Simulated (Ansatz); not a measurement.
Consider the atomization: `F[CH]OCF`• → 2 C• + 2 F• + 3 H• + O•.

Gas-phase electronic energies from Ansatz, PBE0-D4/def2-TZVP geometries. CBS: MP2 limit from def2 TZ/QZ plus the TZ coupled-cluster correction, frozen cores. This one scheme is used for every species, atoms too. For atomizations the MP2-based limit and the directly extrapolated one differ by several kJ/mol either way, and by 10 to 25 for some Ge, Se and Sn compounds, so smaller differences from it don't rank the levels. DFT in def2-TZVPP. No spin–orbit coupling; open shells (•) take unrestricted orbitals. Spin–orbit coupling would lower the free atoms: a little for C, F, O. Each species was taken in one conformer, which may not be the lowest.

```
             level  ΔE (eV)  difference from CCSD(T)/CBS
          BHLYP-D4    29.72                        -1.50
      CAM-B3LYP-D4    31.62                         0.40
            B2PLYP    31.00                        -0.22
           r2SCANh    31.22                         0.00
             BHLYP    29.61                        -1.61
           LC-ωPBE    31.61                         0.39
SCS-MP2/def2-TZVPP    30.81                        -0.41
     HF/def2-QZVPP    21.57                        -9.65
     MP2/CBS(def2)    32.26                         1.04
    CCSD/CBS(def2)    30.62                        -0.60
       CCSD(T)/CBS    31.22                            0
```

Largest T1 diagnostic among the species: 0.014.

The D4 term adds +0.17 eV with B3LYP and +0.09 eV with PBE0; it sums over pairs of atoms, weighted by their polarisabilities, and B3LYP, whose exchange is more repulsive, gets the larger term. From r2SCAN to r2SCAN0 (25 % exact exchange), in def2-TZVPP and without D4, ΔE moves by −0.91 eV: exact exchange takes away binding that semilocal exchange gives to molecules.

B3LYP here is the variant with VWN-RPA as its local correlation; programs differ in this.
